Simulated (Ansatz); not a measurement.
Input for Ansatz (development build ahead of 0.2.0):

```yaml
crystal:
  periodic: [false, false, false]
  atoms:
    - { symbol: H, position_ang: [-0.02461, 0.00192, 1.51726] }
    - { symbol: C, position_ang: [0.04953, -0.00429, 0.37301] }
    - { symbol: C, position_ang: [1.43339, -0.04564, -0.0959] }
    - { symbol: C, position_ang: [-0.73286, 1.29812, -0.06387] }
    - { symbol: C, position_ang: [-0.7744, -1.27393, -0.09] }
    - { symbol: H, position_ang: [1.48396, -0.01544, -1.1608] }
    - { symbol: H, position_ang: [1.955, 0.86854, 0.24302] }
    - { symbol: H, position_ang: [1.96963, -0.92089, 0.23663] }
    - { symbol: H, position_ang: [-0.7231, 1.31415, -1.1602] }
    - { symbol: H, position_ang: [-1.75394, 1.32911, 0.26277] }
    - { symbol: H, position_ang: [-0.25, 2.17811, 0.31118] }
    - { symbol: H, position_ang: [-0.76048, -1.30329, -1.147] }
    - { symbol: H, position_ang: [-0.26295, -2.16434, 0.23484] }
    - { symbol: H, position_ang: [-1.79762, -1.31384, 0.24602] }
basis:
  gaussian: { orbitals: def2-TZVP }
hamiltonian:
  xc: pbe0
output:
  forces: true
```

The input is written out in the form of the current development build from the run's settings.

The run gave:

| Quantity | Value |
| --- | --- |
| Converged | yes |
| Total energy | -158.29669 hartree |
| Spin squared of the determinant | 0.000 |
| Stability test | minimum among restricted orbitals |

Forces (eV/Å):
```csv
atom,Fx,Fy,Fz
H1,0.462,-0.103,-1.301
C2,-3.940,-0.101,1.781
C3,1.110,1.100,0.401
C4,1.261,-1.579,-0.604
C5,1.331,1.216,0.900
H6,-0.011,-0.091,-1.070
H7,0.094,-0.439,-0.001
H8,0.250,-0.305,0.236
H9,-0.084,0.271,0.030
H10,-0.589,-0.283,0.288
H11,0.438,0.612,0.151
H12,-0.150,-0.016,-1.406
H13,0.183,-0.508,0.310
H14,-0.355,0.226,0.286
```
